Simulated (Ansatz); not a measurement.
Write a Python script for the Python package of Ansatz (0.2.0) that makes a rigid scan of one bond length of C2HFO, SMILES O=C=CF. Level of theory (for the species named): r2scan0, def2-SVP basis, multiplicity 1.

```xyz
5

O     0.6837   -1.3737    1.3452
C     0.2658   -0.5353    0.5484
C    -0.1524    0.3563   -0.3205
F    -1.0547    0.1472   -1.1730
H     0.3074    1.3319   -0.4415
```

`run_scan.py`:
```python
'''Stretching a bond of C2HFO, the rest held rigid.'''

import logging
import sys
import warnings

import ansatz as az
import numpy as np

logging.basicConfig(stream=sys.stdout, format='%(levelname)s:%(name)s:%(message)s')
logger = logging.getLogger('c2hfo')
logger.setLevel(logging.INFO)

GEOMETRY = '''
O     0.68370   -1.37370    1.34520
C     0.26580   -0.53530    0.54840
C    -0.15240    0.35630   -0.32050
F    -1.05470    0.14720   -1.17300
H     0.30740    1.33190   -0.44150
'''


def main() -> None:
    warnings.simplefilter('ignore', az.DeckWarning)

    mol = az.Crystal.molecule()
    for line in GEOMETRY.strip().splitlines():
        symbol, *xyz = line.split()
        mol = mol.atom(symbol, [float(v) for v in xyz])

    symbols = [site.symbol for site in mol.cartesian_sites]
    start = np.array([site.position_ang for site in mol.cartesian_sites])
    axis = (start[1] - start[2]) / np.linalg.norm(start[1] - start[2])
    moving = [0, 1]
    lengths, energies = [1.156, 1.208, 1.261, 1.313, 1.366, 1.418, 1.471, 1.55], []
    for length in lengths:
        xyz = start.copy()
        xyz[moving] += (length - np.linalg.norm(start[1] - start[2])) * axis
        point = az.Crystal.molecule()
        for symbol, xyz in zip(symbols, xyz):
            point = point.atom(symbol, xyz.tolist())
        calculation = (
            point.calculation()
            .basis(gaussian='def2-SVP')
            .functional('r2scan0')
        )
        rep = calculation.run(threads=1, backend='cpu').report
        energies.append(rep['free_energy_ev'])
        logger.info(f'r = {length:6.3f} A  E = {energies[-1]:.5f} eV  <S^2> = {abs(rep["mean_field"]["state"]["spin_squared"]):.3f}')

    # quartic fit about the minimum
    fit = np.polynomial.Polynomial.fit(lengths, np.array(energies) - min(energies), 4).convert()
    roots = [r.real for r in fit.deriv().roots() if abs(r.imag) < 1e-9 and fit.deriv(2)(r.real) > 0]
    r_e = min(roots, key=lambda r: abs(r - lengths[int(np.argmin(energies))]))
    logger.info(f'minimum of the fit at {r_e:.4f} A, force constant {fit.deriv(2)(r_e):.2f} eV/A^2')


if __name__ == '__main__':
    main()
```

```console
$ python run_scan.py
INFO:c2hfo:r =  1.156 A  E = -6840.66289 eV  <S^2> = 0.000
INFO:c2hfo:r =  1.208 A  E = -6841.34358 eV  <S^2> = 0.000
INFO:c2hfo:r =  1.261 A  E = -6841.70962 eV  <S^2> = 0.000
INFO:c2hfo:r =  1.313 A  E = -6841.82563 eV  <S^2> = 0.000
INFO:c2hfo:r =  1.366 A  E = -6841.75870 eV  <S^2> = 0.000
INFO:c2hfo:r =  1.418 A  E = -6841.55898 eV  <S^2> = 0.000
INFO:c2hfo:r =  1.471 A  E = -6841.25698 eV  <S^2> = 0.000
INFO:c2hfo:r =  1.550 A  E = -6840.68582 eV  <S^2> = 0.000
INFO:c2hfo:minimum of the fit at 1.3177 A, force constant 64.97 eV/A^2
```

What to keep in mind:
- Total energies depend on the basis set; only differences at equal settings carry meaning.
- The rest of the molecule is held rigid at a force-field or estimated start geometry, and the basis set is modest; single-reference methods fail as a bond breaks.
- The orbitals are restricted, so S² is zero by construction.
- Wall time of the script: 13 s on 1 thread of AMD EPYC 7R43 64-Core Processor (Zen 3), on a shared host, peak memory 0.2 GiB.

(Lines on the test bed's own set-up are left out of the output.)
